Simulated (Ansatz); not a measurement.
Results of PBE (plane waves, PAW; Ansatz, an electronic-structure program) for bcc Fe.

Excerpt of the program's output:

```
Crystal: 1 atoms, lattice volume = 11.570 Å³
Basis set: ecut = 520 eV, 321 PW (Γ), exchange–correlation on 40×40×40 points (8 copies of the dense FFT grid, shifted against one another)
Bands: 14, of which v1, the nominal top of the filled ones, is band 8 counted from 1 (7 counted from 0)
Symmetry: 48 space group operations
Space group: Im-3m (ITA 229), of the structure as read, at distance tolerance 2.3e-5 Å
k-points: 511 of 17576
Initial density: superposition of atomic densities (chi_scale 0.1, normalization cell)
Functional: x = pbe(κ = 0.804, μ = 0.2195149727645171), c = pbe(β = 0.06672455060314922)
SCF 1 converged in 12 iterations: F = -4480.489250 eV  dr2 = 1.59e-13
SCF converged after 12 iterations
Magnetization: 2.1876 μB (9.0938 up, 6.9062 down)
Free energy (F): -4480.489250 eV
Internal energy: -4480.481170 eV  (E = F + TS)
E sigma→0 (E₀):  -4480.485210 eV
Fermi energy:    18.120320 eV
--- Stress (GPa, compression-positive) ---
       -3.724068       0.000000       0.000000
        0.000000      -3.724068      -0.000000
       -0.000000      -0.000000      -3.724068
  P = ⅓ Tr σ = -3.7241 GPa (-37.241 kbar)
```

Problem. Write an input file that could have produced this run (the log leaves some choices open).

Solution. This is not unique; one that fits is 
Ansatz 0.2 input:
```yaml
crystal:
  lattice:
    - [-1.4248030994, 1.4248030994, 1.4248030994]
    - [1.4248030994, -1.4248030994, 1.4248030994]
    - [1.4248030994, 1.4248030994, -1.4248030994]
  atoms:
    - { symbol: Fe, position: [0.0, 0.0, 0.0], spin: 2.5 }
basis:
  ecutwfc: 520
  ecutrho_ratio: 4
  xc_grid: 2
kpoints:
  mp_grid: { grid: [26, 26, 26] }
hamiltonian:
  xc: pbe
  dispersion: none
  pseudopotentials: { kind: paw }
scf:
  occupations: { method: fermi_dirac, width: 0.05 }
  convergence: { dr2_threshold: 0.0000000001 }
output:
  forces: false
  stress: true
  eigenvalues: true
magnetization:
  spin_polarized: true
```

The cell is one volume of an energy–volume scan, off the minimum.
